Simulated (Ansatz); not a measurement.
Two isomers of C2H3NO: A = `C=NC=O`, B = `COC#N`.

Program: Ansatz. Geometries: PBE0-D4/def2-TZVP. ΔE: electronic, gas phase. CCSD(T)/CBS is the MP2 limit (def2-TZVPP, def2-QZVPP) plus CCSD(T) − MP2 in def2-TZVPP, frozen cores. Functionals use def2-TZVPP. B3LYP here is the variant with VWN-RPA as its local correlation; programs differ in this. Each species was taken in one conformer, which may not be the lowest.

A:

Z-matrix (Å, degrees):
```
C
N 1 1.258
H 1 1.095 2 123.0
H 1 1.089 2 119.3 3 179.9
C 2 1.390 1 121.6 3 3.1
O 5 1.200 2 124.8 1 66.7
H 5 1.106 2 112.1 1 -118.1
```

B:

```xyz
7

C     0.738   -0.276    0.305
O    -0.192   -0.318   -0.797
C    -1.245    0.395   -0.644
N    -2.206    1.027   -0.538
H     1.090    0.746    0.451
H     0.256   -0.648    1.209
H     1.560   -0.925    0.015
```

(1) Which isomer does CCSD(T)/CBS put lower? Give the gap. (Best estimate.)

(2) Give E(B) − E(A) in kJ/mol with CCSD/def2-TZVPP, B3LYP-D4, BLYP-D4, HF/def2-TZVPP, PBE-D4, MP2/def2-TZVPP, B2PLYP. (An estimate is asked.)

(3) Does the order hold for the free energy at 298.15 K (harmonic terms from PBE0-D4)? (An estimate is asked.)

Largest T1 diagnostic: 0.016.

## Answers

(1) The calculation gave: A, by 27.8 kJ/mol.

(2) The calculation gave: CCSD/def2-TZVPP 22.5, B3LYP-D4 35.3, BLYP-D4 39.8, HF/def2-TZVPP 21.7, PBE-D4 41.3, MP2/def2-TZVPP 15.9, B2PLYP 26.6. None reverses the order clearly.

(3) Ansatz gave: Yes: G(B) − G(A) = +30.0 kJ/mol, for one conformer each.

At CCSD(T), def2-SVP lies +3.5 kJ/mol from the extrapolated value and def2-TZVPP −3.1 kJ/mol. From r2SCAN to r2SCAN0 (25 % exact exchange), in def2-TZVPP and without D4, E(B) − E(A) moves by −3.8 kJ/mol.
